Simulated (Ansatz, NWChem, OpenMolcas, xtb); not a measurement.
**A ladder of methods for CClF3 (SMILES FC(F)(F)Cl)**

CClF3 has 5 atoms, charge 0, and is taken as a singlet. SMILES: `FC(F)(F)Cl`. The coordinates come from a PBE0-D4/def2-TZVP relaxation.

Each level gives the HOMO–LUMO gap (eV). The values are calculated.

```csv
level,kind,program,value (eV),CPU time
GFN0-xTB,semi-empirical,xtb,6.25,under 2 s
HF/def2-SVPD,Hartree–Fock,NWChem,16.37,44 s
SVWN5/def2-SVPD,LDA,OpenMolcas,7.28,34 s
BLYP/def2-SVPD,GGA,Ansatz,7.22,8.1 s
revPBE/def2-SVPD,GGA,Ansatz,7.35,8.2 s
M06-L/def2-SVPD,meta-GGA,OpenMolcas,7.96,48 s
BHLYP/def2-SVPD,global hybrid,OpenMolcas,12.33,38 s
HSE06/def2-SVPD,range-separated hybrid,Ansatz,9.18,10 s
wB97M-V/def2-SVPD,range-separated hybrid,Ansatz,13.98,74 s
B2PLYP/def2-SVPD,double hybrid,NWChem,12.57,21 s
```

The values span 6.25 to 16.37 eV. Orbital gaps aren't excitation energies, and those of double hybrids come from the SCF part alone; they tend to grow with the share of exact exchange. CPU times are rough (shared hosts, several kinds of processor): they show what a rung costs within a factor of a few.
